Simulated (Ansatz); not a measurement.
Molecule: HO$_{2}$, net charge -1, singlet state. It need not be the lowest isomer of its formula. Whether it binds its extra electron was not tested at this geometry. 
Geometry from a B3LYP-D3(BJ)/def2-TZVP (Ansatz, a program for electronic structure) optimisation:
```
O
H 1 0.9626
O 1 1.5224 2 98.36
```
Charge -1, spin multiplicity 1.

Basis-set convergence of Hartree-Fock and MP2 correlation energies (hartree) with Ansatz. Valence correlation only, unless marked. Spin-orbit coupling is left out. No relativistic terms. This anion needs diffuse functions, which these sets lack.

| basis | functions | E(HF) | E(corr, MP2) |
|---|---|---|---|
| cc-pVDZ | 33 | -150.13938 | -0.37352 |
| cc-pVTZ | 74 | -150.20073 | -0.49524 |
| cc-pVQZ | 140 | -150.21896 | -0.54085 |
| cc-pV5Z | 237 | [?] | [?] |

Question: Fill in the missing entries.

Answer: 
- cc-pV5Z, E(HF): -150.22682
- cc-pV5Z, E(corr, MP2): -0.56196
